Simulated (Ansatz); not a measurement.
What a trial cell of CuSb3 relaxes into

Level of theory: DFT PBE, scalar-relativistic, plane waves, PAW (Ansatz 0.2.0). Cutoff 420 eV, Γ-centred k mesh, Gaussian smearing, no spin polarisation in the final step.

The start puts CuSb3 on the Ni3Sn (D0_19) structure type (P6_3/mmc, No. 194), with Cu in place of Sn, Sb in place of Ni, at a guessed volume.

```
Cu Sb
1.0
     6.55205    0.00000    0.00000
    -3.27603    5.67425    0.00000
     0.00000    0.00000    5.25903
Cu Sb
2 6
Cartesian
  0.0000 3.7828 1.3148
  3.2760 1.8914 3.9443
  3.2760 3.7790 1.3148
  -1.6347 4.7266 3.9443
  1.6413 0.9476 1.3148
  0.0000 1.8952 3.9443
  4.9108 0.9476 1.3148
  1.6347 4.7266 3.9443
```

Cell and atoms relax at zero pressure; the relaxation can't lower the symmetry of the start. After a coarse first stage the cell is made exact in the group found at 0.06 Å.

Formation energies are uncorrected and refer to the elements' standard structures at the same level.

(1) Describe the relaxed structure.

(2) What are its volume, energy, density and gap?

Answers

(1) It keeps P6_3/mmc (No. 194), but not the shape of the type it started on. Conventional cell: a = 7.834 Å, c = 3.938 Å. Cu is coordinated by 6 Sb at 2.69 Å; Sb has 2 Cu at 2.69 Å and 6 Sb at 3.18–3.33 Å.

Space group P6_3/mmc (No. 194). a = 7.834 Å, b = 7.834 Å, c = 3.938 Å, α = 90.00°, β = 90.00°, γ = 120.00°
```tsv
atom	site	symmetry	x	y	z
Cu	2c	-6m2	0.3333	0.6667	0.2500
Sb	6h	mm2	0.8020	0.6039	0.2500
```

(2) The volume per atom is 26.16 Å³. The density is 6.80 g/cm³. The energy over the elements is 0.19 eV/atom and the gap on the 6×6×10 mesh is 0 eV (a metal).

The final run used a 6×6×10 mesh on its 8-atom cell and 0.10 eV smearing. The k mesh leaves about 4 meV/atom of noise in metals. Spin–orbit coupling is left out. Symmetry constrained the relaxation, so the result can be a saddle point.

Cost: 3 runs of about 7.7 core-minutes in all, on Arm Neoverse V1 (shared hosts).